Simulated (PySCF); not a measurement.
# AlGeH4⁺ (H-bridged), singlet in cc-pVDZ: errors against RCCSDT(Q)

Geometry: that of the AlGeH4 (H-bridged), doublet, kept fixed.

```xyz
6

Ge    0.0000    0.0000    0.7847
Al    0.0000    0.0000   -1.8784
H    -1.1260    0.0000   -0.5236
H     1.1260    0.0000   -0.5236
H     0.0000   -1.4027   -2.6096
H     0.0000    1.4027   -2.6096
```

Basis cc-pVDZ; PySCF 2.14.0. Correlated methods freeze the noble-gas cores and the filled d shells of p-block atoms, which leaves 10 electrons in 46 orbitals. Prefix R: restricted or restricted open-shell reference. No spin–orbit coupling is included, and no scalar relativity.

Full CI isn't at hand for all of this; RCCSDT(Q) serves as the reference, and is uncertain by the last step of the cluster series or more.

* T1 diagnostic (ROHF- or RHF-based CCSD): 0.0162
* largest doubles amplitude (ROHF- or RHF-based CCSD): 0.059

```tsv
level	E − E(RHF) (eV)
RMP2	-4.0144
RCCSD	-5.1959
RCCSD(T)	-5.3146
```

Q: Estimate how far RCCSDT(Q) in cc-pVDZ lies from RCCSD(T). The table doesn't fix it; the size of (T) and the diagnostics are the guide.

A: RCCSDT(Q) in cc-pVDZ lies 34 meV below RCCSD(T), which is 29 % of the (T) step (-119 meV). The diagnostics give no warning, yet the rest is a sizeable part of (T).

The other levels:

| level | E − E(RCCSDT(Q)) (meV) | share of correlation (%) | wall time |
| --- | --- | --- | --- |
| RCCSDT | 5 | 99.91 | – |

The correlation energy at RCCSDT(Q), counted from RHF, is -5.349 eV. That run took 3.4 min on 1 thread of Arm Neoverse V1, shared host.

Times are those of the correlated step on a shared host, with one SCF added for the restricted CCSD run; they ran on 1 thread of Arm Neoverse V1.
